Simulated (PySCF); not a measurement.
**Basis-set dependence of population analyses: `C#CC(=C)CO`**

C₅H₆O.
Cartesian coordinates in Å at the PBE0-D3(BJ)/def2-SVP level; atoms count from 1:
```
atom  x, y, z in Å
C1     2.5790   -0.6849   -1.0896
C2     1.5733   -0.1672   -0.6490
C3     0.3516    0.3827   -0.1520
C4     0.2797    1.6101    0.3863
C5    -0.8706   -0.5055   -0.2856
O6    -2.0022   -0.0158    0.3624
H7     3.4773   -1.1296   -1.4766
H8    -0.6848    1.9936    0.7264
H9     1.1629    2.2441    0.4792
H10   -1.1219   -0.5932   -1.3561
H11   -0.5978   -1.5271    0.0470
H12   -1.8256   -0.0233    1.3098
```

PBE0 throughout (PySCF), one geometry, spherical d and f functions. The structure is a single PBE0-D3(BJ)/def2-SVP conformer in the gas phase; no vibrational or solvent corrections. The first 7 of 11 kinds of atom are listed.

Mulliken charges (e):

```json
{"basis": "STO-3G", "functions": "36", "C1": "-0.134", "C2": "-0.045", "C3": "-0.021", "C4": "-0.162", "C5": "-0.049", "O6": "-0.281", "H7": "+0.122"}
{"basis": "6-31G", "functions": "66", "C1": "-0.480", "C2": "+0.034", "C3": "+0.085", "C4": "-0.332", "C5": "-0.112", "O6": "-0.597", "H7": "+0.288"}
{"basis": "pcSseg-0", "functions": "66", "C1": "-0.289", "C2": "-0.065", "C3": "-0.237", "C4": "-0.313", "C5": "-0.045", "O6": "-0.665", "H7": "+0.283"}
{"basis": "6-31G*", "functions": "96", "C1": "-0.539", "C2": "+0.271", "C3": "+0.006", "C4": "-0.404", "C5": "-0.111", "O6": "-0.632", "H7": "+0.244"}
{"basis": "def2-SVP", "functions": "114", "C1": "-0.404", "C2": "+0.313", "C3": "-0.253", "C4": "-0.021", "C5": "+0.257", "O6": "-0.320", "H7": "+0.051"}
{"basis": "cc-pVDZ", "functions": "114", "C1": "-0.445", "C2": "+0.510", "C3": "-0.399", "C4": "+0.054", "C5": "+0.193", "O6": "-0.262", "H7": "+0.010"}
{"basis": "aug-cc-pVDZ", "functions": "192", "C1": "+0.706", "C2": "-0.180", "C3": "+0.142", "C4": "+0.817", "C5": "+0.752", "O6": "-0.456", "H7": "-0.646"}
{"basis": "6-311+G(2d,p)", "functions": "198", "C1": "-1.192", "C2": "+1.036", "C3": "+0.356", "C4": "-0.516", "C5": "-0.316", "O6": "-0.384", "H7": "+0.162"}
{"basis": "def2-TZVP", "functions": "222", "C1": "-0.126", "C2": "+0.017", "C3": "-0.162", "C4": "-0.285", "C5": "-0.031", "O6": "-0.436", "H7": "+0.181"}
{"basis": "cc-pVTZ", "functions": "264", "C1": "-0.262", "C2": "+0.071", "C3": "-0.029", "C4": "-0.287", "C5": "+0.052", "O6": "-0.320", "H7": "+0.148"}
{"basis": "IGLO-III", "functions": "270", "C1": "-0.159", "C2": "-0.111", "C3": "+0.154", "C4": "-0.307", "C5": "-0.129", "O6": "-0.411", "H7": "+0.155"}
```

IAO charges (e):

| basis | functions | C1 | C2 | C3 | C4 | C5 | O6 | H7 |
| --- | --- | --- | --- | --- | --- | --- | --- | --- |
| STO-3G | 36 | -0.156 | -0.044 | -0.056 | -0.247 | -0.132 | -0.328 | +0.162 |
| 6-31G | 66 | -0.224 | -0.036 | -0.022 | -0.309 | -0.082 | -0.517 | +0.204 |
| pcSseg-0 | 66 | -0.214 | -0.035 | -0.040 | -0.288 | -0.076 | -0.499 | +0.195 |
| 6-31G* | 96 | -0.221 | -0.036 | -0.026 | -0.296 | -0.045 | -0.524 | +0.199 |
| def2-SVP | 114 | -0.222 | -0.031 | -0.025 | -0.292 | -0.041 | -0.522 | +0.196 |
| cc-pVDZ | 114 | -0.230 | -0.032 | -0.022 | -0.303 | -0.045 | -0.524 | +0.202 |
| aug-cc-pVDZ | 192 | -0.238 | -0.031 | -0.021 | -0.313 | -0.048 | -0.547 | +0.208 |
| 6-311+G(2d,p) | 198 | -0.238 | -0.030 | -0.023 | -0.311 | -0.049 | -0.548 | +0.208 |
| def2-TZVP | 222 | -0.238 | -0.030 | -0.021 | -0.312 | -0.047 | -0.545 | +0.207 |
| cc-pVTZ | 264 | -0.238 | -0.030 | -0.021 | -0.312 | -0.048 | -0.543 | +0.207 |
| IGLO-III | 270 | -0.239 | -0.030 | -0.022 | -0.313 | -0.049 | -0.549 | +0.208 |

Hirshfeld charges (e):

| basis | functions | C1 | C2 | C3 | C4 | C5 | O6 | H7 |
| --- | --- | --- | --- | --- | --- | --- | --- | --- |
| STO-3G | 36 | -0.094 | -0.062 | +0.009 | -0.056 | +0.067 | -0.177 | +0.079 |
| 6-31G | 66 | -0.115 | -0.051 | +0.008 | -0.095 | +0.023 | -0.226 | +0.101 |
| pcSseg-0 | 66 | -0.108 | -0.051 | +0.008 | -0.089 | +0.019 | -0.220 | +0.097 |
| 6-31G* | 96 | -0.117 | -0.052 | +0.007 | -0.093 | +0.020 | -0.217 | +0.101 |
| def2-SVP | 114 | -0.111 | -0.044 | +0.005 | -0.095 | +0.009 | -0.208 | +0.095 |
| cc-pVDZ | 114 | -0.113 | -0.047 | +0.005 | -0.094 | +0.008 | -0.200 | +0.097 |
| aug-cc-pVDZ | 192 | -0.107 | -0.045 | -0.004 | -0.097 | -0.001 | -0.210 | +0.097 |
| 6-311+G(2d,p) | 198 | -0.108 | -0.049 | -0.008 | -0.092 | +0.003 | -0.212 | +0.097 |
| def2-TZVP | 222 | -0.110 | -0.046 | -0.002 | -0.095 | +0.002 | -0.212 | +0.096 |
| cc-pVTZ | 264 | -0.111 | -0.044 | +0.001 | -0.096 | +0.002 | -0.208 | +0.096 |
| IGLO-III | 270 | -0.108 | -0.046 | -0.003 | -0.096 | -0.002 | -0.211 | +0.096 |

**Question.** Which scheme is steadiest as the basis changes?

**Answer.** Largest range over the bases for any column: Hirshfeld 0.07 e, IAO 0.22 e, Mulliken 1.90 e. Hirshfeld charges move least and Mulliken charges most, counted in e. Without the minimal STO-3G basis the ranges are Hirshfeld 0.03, IAO 0.05, Mulliken 1.90 e.

**Question.** How much do the charges still move between the two largest bases, cc-pVTZ and IGLO-III?

**Answer.** At most, over all atoms: Mulliken 0.183 e, IAO 0.005 e, Hirshfeld 0.004 e.

**Question.** What do the same runs give for the total energy, the frontier levels and the dipole moment?

**Answer.** 
```tsv
basis	energy (Eh)	HOMO (eV)	LUMO (eV)	μ (D)
STO-3G	-265.5300	-4.56	2.20	1.13
6-31G	-268.8643	-6.91	-0.48	1.67
pcSseg-0	-268.3307	-7.21	-0.77	1.67
6-31G*	-268.9304	-6.81	-0.47	1.33
def2-SVP	-268.7469	-7.05	-0.75	1.25
cc-pVDZ	-268.9602	-6.96	-0.66	1.18
aug-cc-pVDZ	-268.9801	-7.13	-1.00	1.18
6-311+G(2d,p)	-269.0246	-7.15	-1.01	1.25
def2-TZVP	-269.0465	-7.12	-0.93	1.21
cc-pVTZ	-269.0397	-7.08	-0.86	1.16
IGLO-III	-269.0530	-7.14	-0.99	1.19
```

The dipole is fixed by the density alone, so its range of 0.54 D shows that the density itself changes with the basis, not only its division among atoms.
